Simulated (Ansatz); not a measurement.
`C[SiH]` + silanol → `[SiH]O[SiH3]` + CH₄ at 700 K and 1 bar (ligand exchange at the Si–C bond).

Program: Ansatz. Geometries: PBE0-D4/def2-TZVP. ΔE: electronic, gas phase. CCSD(T)/CBS is the MP2 limit (def2-TZVPP, def2-QZVPP) plus CCSD(T) − MP2 in def2-TZVPP, frozen cores. This one scheme is used for every species.

```csv
species,CCSD(T)/CBS energy (Eh),H − E (kJ/mol),S (J/(mol·K))
`C[SiH]`,-329.46712,152.0,322.2
`O[SiH3]`,-366.69042,144.6,321.6
`[SiH]O[SiH3]`,-655.75389,152.2,389.3
CH₄,-40.46206,145.9,224.0
```

H − E and S are ideal-gas, rigid-rotor, harmonic terms from PBE0-D4/def2-TZVP. 1 Eh = 2625.50 kJ/mol, R = 8.31446 J/(mol·K).

Task: By hand: ΔE, ΔH, ΔS and ΔG.

Result: ΔE = (-655.75389) + (-40.46206) − (-329.46712) − (-366.69042) = -0.05841 Eh = -153.4 kJ/mol. Δ(H − E) = 152.2 + 145.9 − 152.0 − 144.6 = 1.5, so ΔH = -151.9 kJ/mol. ΔS = 389.3 + 224.0 − 322.2 − 321.6 = -30.5 J/(mol·K). ΔG = -151.9 − 700 × (-30.5)/1000 = -130.6 kJ/mol.

Task: By hand: the equilibrium constant, and the temperature at which ΔG would vanish if ΔH and ΔS stayed fixed.

Result: log₁₀ K = −ΔG/(RT ln 10) = 9.7. ΔG = 0 at ΔH/ΔS = 4980 K, far beyond where these terms or the molecules hold.

ΔH outweighs TΔS. A doubt of 5 kJ/mol in ΔE shifts log₁₀ K by 0.4 here. These are equilibria of isolated gas molecules and say nothing of rates. Largest T1 diagnostic: 0.014 (customary marks: 0.02 for closed shells, 0.045 for open ones).
